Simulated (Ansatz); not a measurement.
Trigonal Se, treated with PBE0 (plane waves, PAW; Ansatz, a program for electronic structure).

Numerical settings: plane-wave cutoff 460 eV, 9×9×6 k mesh (along the axes of the cell as run), Fermi–Dirac smearing 0.01 eV, scalar-relativistic PAW data made under PBE.

Cell (measured lattice):

```xyz
3
Lattice="-2.1830 -3.7811 0.0000 -2.1830 3.7811 0.0000 0.0000 0.0000 -4.9540" Properties=species:S:1:pos:R:3 pbc="T T T"
Se    -0.4912     0.8507    -3.3027
Se    -3.3836     0.0000     0.0000
Se    -0.4912    -0.8507    -1.6513
```

Q: Predict the band gap, smallest direct gap on the k points sampled and Γ–Γ gap.

A: 
* **band gap**: 2.42 eV (indirect)
* **smallest direct gap on the k points sampled**: 2.71 eV
* **Γ–Γ gap**: 4.07 eV

Note: cell and atoms aren't relaxed at this level (largest force component 0.15 eV/Å, pressure 0.7 GPa).

Spin–orbit coupling is not included.

Static lattice: no zero-point or thermal effects.

It cost around 14 core-minutes (rough) of CPU time.
